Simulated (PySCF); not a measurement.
Homolysis of single bonds, series HO-X. Isolated molecules, 0 K electronic values unless said otherwise. One relaxed conformer stands for each flexible species; it need not be the lowest. Strings in code marks are SMILES.

All values below come from B3LYP-D3(BJ)/def2-TZVP run with PySCF. B3LYP has the VWN-RPA correlation part, as in Gaussian. 

A: radical fragment (`[CH3]`)
B: whole molecule (`O[SiH3]`)
C: radical fragment (`N#[C]`)
D: whole molecule (`CO`)
E: radical fragment (`C[CH2]`)
F: whole molecule (`N#CO`)

**Question.** Pick the species with the highest dipole moment.

**Answer.** F (4.01 D); next is D (1.70 D).
